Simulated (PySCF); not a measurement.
thiophene cation (C4H4S), SMILES c1ccsc1 (connectivity only; charge and spin as stated), charge +1, multiplicity 2. Atoms are numbered in the order given.

```xyz
9

C      0.0000     0.6907    -1.3203
C      0.0000    -0.6907    -1.3203
C      0.0000    -1.2203     0.0038
S      0.0000     0.0000     1.2285
C      0.0000     1.2203     0.0038
H      0.0000     1.3252    -2.2085
H      0.0000    -1.3252    -2.2085
H      0.0000    -2.2789     0.2798
H      0.0000     2.2789     0.2798
```
Charge +1, spin multiplicity 2.

Geometry optimised at B3LYP-D3(BJ)/def2-SVP. The multiplicity is an assumed one; other spin states were not compared.

Method: TDA-LC-ωPBE/def2-SVPD run with PySCF.

Vertical excitations. The molecule is in vacuum.

Computed UV-visible absorptions:
| state | energy (eV) | λ (nm) | f | main pairs |
|---|---|---|---|---|
| root 1 | 1.60 | 774 | 0.003 | β HOMO→LUMO 97 % |
| root 2 | 4.18 | 297 | 0.004 | α HOMO−1→LUMO 39 %, β HOMO−2→LUMO 58 % |
| root 3 | 4.26 | 291 | 0.039 | α HOMO→LUMO 80 %, β HOMO→LUMO+1 18 % |
| root 4 | 4.37 | 284 | 0.000 | β HOMO−1→LUMO 97 % |
| root 5 | 4.99 | 248 | 0.000 | β HOMO−3→LUMO 95 % |
| root 6 | 5.18 | 240 | 0.000 | β HOMO−4→LUMO 95 % |
| root 7 | 5.24 | 237 | 0.001 | β HOMO−5→LUMO 94 % |
| root 8 | 5.46 | 227 | 0.077 | α HOMO−1→LUMO 44 %, α HOMO→LUMO+2 22 %, β HOMO−2→LUMO 20 %, β HOMO→LUMO+3 6 % |
| root 9 | 6.46 | 192 | 0.000 | α HOMO→LUMO+1 67 %, β HOMO→LUMO+2 18 % |
| root 10 | 6.57 | 189 | 0.107 | α HOMO−1→LUMO+2 17 %, α HOMO→LUMO 12 %, β HOMO→LUMO+1 65 % |
Unrestricted roots are not spin-pure.
